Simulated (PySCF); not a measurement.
Ligands exchanged one at a time, B F-Cl. Isolated molecules, 0 K electronic values unless said otherwise. Strings in code marks are SMILES.

The numbers are results of PBE-D3(BJ)/def2-TZVP // PBE0-D3(BJ)/def2-TZVP run with PySCF, not measurements. All candidates: neutral, multiplicity 1. Delta-SCF ions had no search for a lower state. Excitations are Tamm–Dancoff values on a coarser integration grid. The basis has no diffuse functions, so Rydberg states are missing or too high.

- vertical ionisation energy (Delta-SCF): 14.42 eV
- S1 excitation (TDA): 9.73 eV
- T1 excitation (TDA): 9.50 eV

Question: Say which member has these values.
(A) `FB(F)Cl`
(B) `FB(Cl)Cl`
(C) `FB(F)F`

Answer: C, `FB(F)F`. The others give `FB(F)Cl`: 12.44 eV, 7.16 eV, 6.96 eV; `FB(Cl)Cl`: 11.41 eV, 6.02 eV, 5.83 eV
